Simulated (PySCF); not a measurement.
Which level of theory gave which numbers?

Species: C4H9NS.
SMILES: `CN(C(=S)C)C`

The closed-shell ground state was solved 7 times with PySCF (density fitting, gas phase), always in the pcSseg-1 basis (154 functions), with these functionals: B97-2, CAM-B3LYP, HF, LC-wPBE, PBE, PBE0 and wB97X-D. Isolated species at its PBE0-D3(BJ)/def2-SVP geometry (one conformer only).

```
row  total energy (Eh)  HOMO (eV)  LUMO (eV)  dipole (D)
  P          -610.2897      -4.56      -1.45        4.95
  Q          -610.6640      -7.63       1.14        5.21
  R          -610.6887      -5.53      -0.65        5.08
  S          -608.6144      -8.50       3.14        5.43
  T          -610.4894      -8.48       1.55        5.27
  U          -610.3421      -5.78      -0.59        5.10
  V          -610.6306      -7.06       0.54        5.07
```

Q: Which functional belongs to which row?

A: P = PBE, Q = wB97X-D, R = B97-2, S = HF, T = LC-wPBE, U = PBE0, V = CAM-B3LYP. By rising HOMO–LUMO gap: PBE (GGA) 3.11 eV; B97-2 (global hybrid, 21 % exact exchange) 4.88 eV; PBE0 (global hybrid, 25 % exact exchange) 5.19 eV; CAM-B3LYP (range-separated hybrid) 7.60 eV; wB97X-D (range-separated hybrid) 8.77 eV; LC-wPBE (range-separated hybrid) 10.03 eV; HF (all exact exchange) 11.64 eV. Total energies of different functionals aren't bounds to one another; each is stationary for its own functional.

The values belong to the conformer `[CH3:1][C:2](=[S:3])[N:4]([CH3:5])[CH3:6]`: C1–C2–N4–C5 -178°.

The pairwise dispersion term of wB97X-D wasn't added to the energies; at a given geometry it leaves orbitals and properties as they are.
